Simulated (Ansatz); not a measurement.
System: hcp Ru. Method: LDA (Ansatz, a program for electronic structure, plane waves, PAW).

Run with plane-wave cutoff 520 eV, 24×24×14 k mesh (along the axes of the cell as run), Fermi–Dirac smearing 0.05 eV, no spin polarisation, scalar-relativistic PAW data made under PBE.

Shape and atoms are relaxed at each volume.

Pressure at four volumes; x = ln(V/13.087 Å³). One pressure is withheld.

| V (Å³/atom) | x | P (GPa) |
|---|---|---|
| 12.564 | -0.0408 | ? |
| 12.826 | -0.0201 | 7.75 |
| 13.087 | 0.0000 | 0.00 |
| 13.611 | 0.0393 | -13.07 |

Q: Pass a parabola P(x) through the three rows shown, estimate the bulk modulus and its pressure derivative near zero pressure, and predict the withheld pressure.

A: Slopes between the rows: (0.00 − (7.75))/(0.0000 − (-0.0201)) = -385.57 and (-13.07 − (0.00))/(0.0393 − (0.0000)) = -332.57 GPa. Their difference over the span 0.0594 is c = 53.00/0.0594 = 892.3 GPa, so P(x) = 7.75 + (-385.57)(x − (-0.0201)) + 892.3 (x − (-0.0201))(x − (0.0000)). At the middle row B = −dP/dx = −[-385.57 + 892.3 × 0.0201] = 367.6 GPa, and B′ = dB/dP = 2c/B = 4.9. At x = -0.0408 the parabola gives 16.48 GPa; the run gives 16.46 GPa. The Birch–Murnaghan fit to the energies at all volumes has B0 = 366 GPa and B′ = 4.8.

Measured, for comparison: bulk modulus 318 GPa (zero-point energy and finite temperature contributions removed, sources range from 318 to 336; as tabulated in doi:10.1021/acs.jctc.3c00612). Computed less measured: bulk modulus +15 % (+9 % to +15 % over the range).
